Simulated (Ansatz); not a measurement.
# BHO (singlet): from Hartree-Fock to the top rungs at a displaced geometry (v1), cc-pVTZ

The task here is to estimate one member of a computed series from the others.

Computed with Ansatz 0.2.0, Gaussian basis. Level: cc-pVTZ, core rule «outside noble gas», up to 2 orbitals frozen.

The runs, in order: UHF; CCSD(T) on RHF; BCCD(T) on RHF; CISD; CCSDT(Q) on RHF.

7 further runs of the same task are left out: 1 for a known fault of the program, 1 for a mislabelled method, 5 set aside as unsound or not needed.

### What is computed

The geometry is a PBE0/def2-TZVP stationary point (not a proven minimum) with its atoms shifted at random (size 0.040 Å).

3 atoms, charge 0, spin multiplicity 1.

Atoms are counted from 1 here; the program's logs count them from 0.

Bond lengths: B1–O2 1.209 Å, B1–H3 1.121 Å. Angles: O2–B1–H3 177.2°.

The first run:

The input, in.yaml:

```yaml
crystal:
  periodic: [false, false, false]
  atoms:
    - {symbol: B, position_ang: [-0.015433, -0.009008, 0.030058]}
    - {symbol: O, position_ang: [-0.016266, -0.025151, -1.179056]}
    - {symbol: H, position_ang: [0.031698, 0.034159, 1.148998]}
basis:
  gaussian: {orbitals: cc-pVTZ}
magnetization: {spin_polarized: true, initial_magnetization: 0}
hamiltonian: {xc: hf}
output: {orbitals: {seedname: orbitals}}
```

Launch:

```
> ansatz run in.yaml --threads 1 --pin off --events-out ev --progress --plain --max-ram 2393MiB
```

Steps of the session up to this table: UHF; CCSD(T) on RHF; BCCD(T) on RHF; CISD; CCSDT(Q) on RHF.

One of the session's tables, all rows but one given; the rest of the session is left out.

| method | from RCCSDT(Q) (meV) |
| --- | --- |
| RHF | +9539.1 |
| RMP2 | +511.5 |
| CISD | ? |
| RCCSD | +433.2 |
| RCCSD(T) | +32.0 |
| BCCD(T) | +30.8 |
| RCCSDT | +26.7 |
| RCCSDT(Q) | 0 |

Q: Estimate the row for CISD from the others.

As computed: from RCCSDT(Q) (meV): +1016.9. In the column «from RCCSDT(Q) (meV)» it lies between RMP2 (+511.5) and RHF (+9539.1).
